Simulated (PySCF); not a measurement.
Gas-phase reaction: 2 Al + 2 F + H2O = AlF2OH + AlH

Computed with PySCF and rigid-rotor harmonic-oscillator thermochemistry at 1 bar. † marks an energy on the PBE0/def2-TZVP geometry and frequencies. CCSD(T) freezes the core. Open shells (unrestricted): Al (multiplicity 2), F (multiplicity 2); the rest are closed-shell singlets. Spin-orbit splitting is ignored; it lowers the true energy and changes the entropy of Al, F. AlF2OH: computed as isolated molecules; such fragments, hydroxides, amides, oligomers or adducts are transient or little studied in the gas. CCSD(T) isn't extrapolated to the basis-set limit.

| level | ΔH°(298 K), kJ |
|---|---|
| BLYP/def2-TZVP† | -1438 |
| CCSD(T)/def2-SVP† | -1372 |
| PBE0/def2-SVP† | ? |
| r2SCAN/def2-TZVP† | -1460 |
| ωB97X-V/def2-TZVP† | ? |

Q: Complete the blanks.

A: 
- PBE0/def2-SVP†, ΔH°(298 K), kJ: -1401
- ωB97X-V/def2-TZVP†, ΔH°(298 K), kJ: -1463
